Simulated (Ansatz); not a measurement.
# FSi: the cost of one run

Method: the levels named in each step, in Ansatz 0.2.0.

## 1. The starting structure

Bond lengths: F1–Si2 1.547 Å.

As a file:

```xyz
2

F     0.0000    0.0000    0.0000
Si    0.0000    0.0000    1.5466
```

## 2. A rough first relaxation, PBE-D4/def2-SVP

This run stands in another session on the same molecule. It ended at:

```xyz
2

F     0.0000    0.0000   -0.0202
Si    0.0000    0.0000    1.5668
```

## 3. Relaxation, PBE0-D4/def2-TZVPP

This run stands in another session on the same molecule. It ended at:

```xyz
2

F     0.0000    0.0000    0.0052
Si    0.0000    0.0000    1.5415
```

## 4. Relaxation, CCSD(T)/cc-pV(T+d)Z

Input file input.yaml:

```yaml
crystal:
  periodic: [false, false, false]
  atoms:
    - { symbol: F, position_ang: [0.0, 0.0, 0.00515079] }
    - { symbol: Si, position_ang: [0.0, 0.0, 1.54148921] }
total_charge: 1
basis:
  gaussian: { orbitals: "cc-pV(T+d)Z.json" }
correlation:
  method: ccsd_t
relax:
  f_tol: 0.002
  max_steps: 40
```

Launch:

```console
ansatz run input.yaml --threads 2 --pin off --max-ram 5120MiB --backend cpu --events-out ev --progress --plain --runs-dir out
```

What time and memory should one allow on 2 threads of Arm Neoverse N1, shared host?

About 12 s, with a peak of 0.21 GiB.
